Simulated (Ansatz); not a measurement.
# CH8BN: the cost of one run

Method: the levels named in each step, in Ansatz 0.2.0.

### Step 1. The system as given

Bond lengths: B1–N2 1.648 Å, N2–C3 1.458 Å, B1–H4 1.193 Å, B1–H5 1.191 Å, B1–H6 1.191 Å, N2–H7 1.015 Å, N2–H8 1.016 Å, C3–H9 1.093 Å, C3–H10 1.088 Å, C3–H11 1.087 Å. Angles (14 of 18 angles, heavy atoms first): B1–N2–C3 114.3°, B1–N2–H7 106.1°, B1–N2–H8 106.0°, C3–N2–H7 110.8°, C3–N2–H8 110.7°, N2–B1–H4 104.8°, N2–B1–H5 106.2°, N2–B1–H6 106.1°, N2–C3–H9 112.3°, N2–C3–H10 108.7°, N2–C3–H11 108.8°, H7–N2–H8 108.6°, H4–B1–H5 112.9°, H4–B1–H6 112.9°.

As a file:

```xyz
11

B     1.2888    0.5717   -0.0865
N     0.0679   -0.5339   -0.0440
C    -1.2594    0.0440    0.1266
H     2.2814   -0.0743   -0.2303
H     1.0605    1.2820   -1.0152
H     1.2552    1.1418    0.9590
H     0.2870   -1.1651    0.7196
H     0.1255   -1.0488   -0.9175
H    -2.0437   -0.7173    0.1477
H    -1.2771    0.6104    1.0557
H    -1.4494    0.7345   -0.6913
```

### Step 2. A rough first relaxation, PBE-D4/def2-SVP

Contents of input.yaml:

```yaml
crystal:
  periodic: [false, false, false]
  atoms:
    - { symbol: B, position_ang: [1.28879, 0.57172, -0.08648] }
    - { symbol: "N", position_ang: [0.06793, -0.53388, -0.044] }
    - { symbol: C, position_ang: [-1.25939, 0.04395, 0.1266] }
    - { symbol: H, position_ang: [2.28137, -0.07434, -0.23026] }
    - { symbol: H, position_ang: [1.06051, 1.28202, -1.01517] }
    - { symbol: H, position_ang: [1.25518, 1.1418, 0.95897] }
    - { symbol: H, position_ang: [0.28699, -1.16507, 0.71955] }
    - { symbol: H, position_ang: [0.12555, -1.04879, -0.91748] }
    - { symbol: H, position_ang: [-2.04366, -0.71726, 0.14772] }
    - { symbol: H, position_ang: [-1.27712, 0.61043, 1.05572] }
    - { symbol: H, position_ang: [-1.44941, 0.73452, -0.69132] }
basis:
  gaussian: { orbitals: def2-SVP }
hamiltonian:
  xc: pbe
  dispersion: d4
relax:
  f_tol: 0.03
  max_steps: 200
```

Run with:

```bash
ansatz run input.yaml --threads 4 --pin off --max-ram 10240MiB --backend cpu --events-out ev --progress --plain --runs-dir out
```

Q: Estimate wall time and peak memory on 4 threads of Intel Xeon at 2.50GHz (Skylake/Cascade Lake), shared host.

About 9.8 s, with a peak of 0.14 GiB.
